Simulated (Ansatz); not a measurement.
A made-up structure of CH4BO (charge -1), singlet:

```
atom    x (Å)    y (Å)    z (Å)
  C1   0.3011   0.2788   0.4712
  B2  -0.7662   0.2366  -0.5233
  O3   1.3028  -0.7365   0.6511
  H4  -0.9141  -0.6242  -1.2714
  H5  -1.5489   1.0718  -0.6343
  H6   0.4323   1.0752   1.1583
  H7   1.1252  -1.4211   0.0017
```

It is relaxed with PBE-D4/def2-SVPD and then PBE0-D4/def2-TZVPD (Ansatz 0.2.0). Atoms count as bonded within 1.22 times the sum of their covalent radii (H–H: 0.88 Å). The end point is not checked to be a true minimum.

Problem. Does its bonding change? (A judgement: the text doesn't fix the answer.)

Solution. Computed: No: no bond forms or breaks.

Where it ends: The first stage lowers the energy by 0.26 eV in 5 steps. It ends as CH₄BO ([BH2][CH][OH]), total charge -1:
```
7
angstrom
C 0.2915 0.2767 0.4611
B -0.7631 0.2349 -0.5217
O 1.2883 -0.7237 0.6471
H -0.8533 -0.7227 -1.2868
H -1.5789 1.1320 -0.6183
H 0.4737 1.0672 1.1899
H 1.0739 -1.3838 -0.0179
```

Labels in which every atom is bracketed show which atoms are joined, not bond orders.

For scale, one of the runs: PBE0-D4/def2-TZVPD relaxation, 150 basis functions, launched by `ansatz run in.yaml --threads 2 --pin off --events-out ev --progress --plain --max-ram 4352MiB`. Hardware: 2 CPU threads of an Arm Neoverse V2, shared host. Wall time about 15 s.
